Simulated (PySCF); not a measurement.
## Choosing a basis for TDDFT

Species: C4H7Cl.
Cartesian coordinates in Å at the PBE0-D3(BJ)/def2-SVP level; atoms count from 1:
```xyz
12
C4H7Cl angstrom
C      1.187    0.359    0.465
C     -0.055   -0.457    0.699
C     -0.828   -1.057   -0.446
C     -1.398    0.084    0.332
Cl    -2.775   -0.186    1.394
H      1.377    1.046    1.304
H      1.099    0.963   -0.452
H      2.070   -0.289    0.351
H     -0.052   -1.063    1.612
H     -0.495   -0.854   -1.469
H     -1.283   -2.039   -0.299
H     -1.451    1.068   -0.142
```

TDDFT with PBE0 (PySCF), vertical singlets, core orbitals frozen in the response, spherical d and f functions. Geometry: PBE0-D3(BJ)/def2-SVP; no solvent, vibrations or thermal averaging.

```csv
basis,functions,diffuse,S1 (eV),S2 (eV),S3 (eV),S4 (eV),S5 (eV),LUMO (eV),α (au)
6-31G*,88,no,6.96,7.41,8.73,8.92,9.34,1.17,49.5
6-31+G*,108,yes,6.67,7.11,7.14,7.40,7.53,0.39,56.5
def2-SVP,109,no,7.15,7.59,8.23,8.66,8.88,1.32,50.1
def2-SVPD,163,yes,6.77,7.20,7.49,7.82,7.88,0.59,61.5
aug-cc-pVDZ,182,yes,6.59,6.82,6.99,7.09,7.22,-0.03,62.5
def2-TZVP,203,no,6.80,7.25,7.86,8.25,8.28,0.85,58.5
def2-TZVPD,257,yes,6.58,7.02,7.09,7.35,7.48,0.35,62.9
```

How much do these states and the polarisability depend on the basis?

States are compared by their number. Against the largest diffuse basis here (def2-TZVPD, itself not a converged limit), sets without diffuse functions differ by up to 0.57 eV in S1 and 1.85 eV in S5; the smaller diffuse sets differ by up to 0.19 and 0.39 eV. State by state, the largest deviation of a set without diffuse functions is S1 0.57, S2 0.58, S3 1.64, S4 1.57, S5 1.85 eV. The same number needn't mean the same state in each row. Against def2-TZVPD the polarisability deviates by -21% in 6-31G*, -10% in 6-31+G*, -20% in def2-SVP, -2% in def2-SVPD, -1% in aug-cc-pVDZ, -7% in def2-TZVP. A single + in a Pople set puts diffuse functions on heavy atoms only.
